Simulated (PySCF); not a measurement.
# Level sweep

Species: CO2.
Cartesian coordinates in Å at the PBE0-D3(BJ)/def2-SVP level; atoms count from 1:
```xyz
3
CO2 angstrom
O     -1.1576    0.1649    0.0000
C      0.0000    0.1035    0.0000
O      1.1576    0.0421    0.0000
```

PySCF, dipoles from the SCF density, polarisabilities from static response with core orbitals frozen. Isolated species at its PBE0-D3(BJ)/def2-SVP geometry, gas phase.

Task: Compare the levels for these properties.

Result: 

```tsv
level	α (au)	error (%)	anisotropy (au)
LDA/def2-SVPD	17.43	+3.0	13.27
PBE/def2-SVPD	17.42	+3.0	13.27
B3LYP/def2-SVPD	17.00	+0.5	13.02
PBE0/def2-SVPD	16.78	-0.8	12.87
BHandHLYP/def2-SVPD	16.34	-3.4	12.53
CAM-B3LYP/def2-SVPD	16.94	+0.1	13.05
wB97X-D/def2-SVPD	16.96	+0.3	12.92
LC-wPBE/def2-SVPD	16.82	-0.6	13.20
HF/def2-SVPD	15.59	-7.9	11.66
PBE0/6-31G*	12.30	-27.3	14.03
PBE0/def2-SVP	11.96	-29.3	13.86
PBE0/6-31+G*	14.59	-13.8	16.51
PBE0/aug-cc-pVDZ	16.51	-2.4	13.57
PBE0/def2-TZVP	14.92	-11.8	14.21
PBE0/def2-TZVPD	17.00	+0.5	12.94
PBE0/aug-cc-pVTZ	16.92	0.0	13.05
```

Reference polarisability: 2.507 Å³ (measured, gas; NIST CCCBDB Release 22 (SRD 101), experimental polarizabilities). Reference polarisability: 2.579 Å³ (computed, CCSD(T)/CBS, static electronic, isotropic average, equilibrium geometry, gas; Hait, Head-Gordon, Phys. Chem. Chem. Phys. 20 (2018) 19800). Errors are taken against the first value of each kind. The anisotropy is √(½[(α1 − α2)² + (α2 − α3)² + (α3 − α1)²]). For the polarisability, the smallest error is 0.0% (PBE0/aug-cc-pVTZ) and the largest 29.3% (PBE0/def2-SVP). The dipole stays under 0.05 D at every level. In one basis (def2-SVPD) the functionals order the polarisability from HF (lowest) to LDA (highest), a spread of 12%. With PBE0 the polarisability is 13.06 au without diffuse functions (mean of 6-31G*, def2-SVP and def2-TZVP) and 16.36 au with them (mean of 6-31+G*, def2-SVPD, aug-cc-pVDZ, def2-TZVPD and aug-cc-pVTZ). Measured values can belong to vibrating molecules; the computed ones are for one fixed geometry.
